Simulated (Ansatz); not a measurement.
```yaml
crystal:
  periodic: [false, false, false]
  atoms:
    - {symbol: N, position_ang: [0.466869, -2.371560, -0.950024]}
    - {symbol: C, position_ang: [1.223138, 0.087086, 0.666962]}
    - {symbol: C, position_ang: [-0.719872, 1.881604, 0.000698]}
    - {symbol: O, position_ang: [-3.366086, 0.690004, 0.151173]}
    - {symbol: F, position_ang: [-0.438640, 2.967193, -1.868601]}
    - {symbol: F, position_ang: [-1.372669, 3.409981, 2.129066]}
    - {symbol: H, position_ang: [1.655769, -1.812931, -2.692763]}
    - {symbol: H, position_ang: [1.551581, -3.807951, -0.479888]}
    - {symbol: H, position_ang: [0.946705, -0.683276, 2.611417]}
    - {symbol: H, position_ang: [3.045799, 0.913562, 0.148905]}
    - {symbol: H, position_ang: [-2.767186, -1.282655, -0.513475]}
basis:
  gaussian: {orbitals: def2-TZVP}
hamiltonian: {xc: {name: PBE0-DH}}
```

```sh
$ ansatz run in.yaml --threads 4 --pin off --events-out ev --progress --plain --max-ram 10444MiB
```

Output, abridged:

```
Functional definition: PBE0-DH
1431 factors; integrals over basis functions are off by at most 1.4e-3 eV
mean field evaluation 1: about -11015.1567 eV, gradient 1.2e2 eV
mean field evaluation 2: about -11015.1950 eV, gradient 1.2e2 eV
mean field evaluation 4: about -10910.7735 eV, gradient 1.8e2 eV
mean field evaluation 8: about -11062.8732 eV, gradient 1.0e1 eV
mean field evaluation 16: about -11063.9571 eV, gradient 3.4e-1 eV
mean field evaluation 32: about -11063.9331 eV, gradient 7.4e-1 eV
mean field evaluation 160: about -11063.8839 eV, gradient 1.3e0 eV
mean field -11063.96488993 eV, -406.5932102803 hartree, gradient 2.3e-6 eV, S^2 0.000000; 8 other end points of the search recorded, 0 dependent functions left out; unrestricted orbitals would lower it
6 core orbitals not correlated: weight in the atoms' cores, before any rotation towards them, 1.000 or more for the frozen orbitals, at most 0.000 for the correlated occupied ones
reference -11063.96491778 eV, -406.5932113038 hartree; 19, 19 occupied and 191, 191 virtual orbitals, 1431 factors
second order -65.84078408 eV of doubles, -0.00000000 eV of singles
Total energy: -11072.19501579 eV, -406.8956618271 hartree
```

Problem. What is wrong with this run?

Solution. The coordinates are in bohr but typed as ångström. The run converged. The result belongs to that input, not to the molecule as meant.
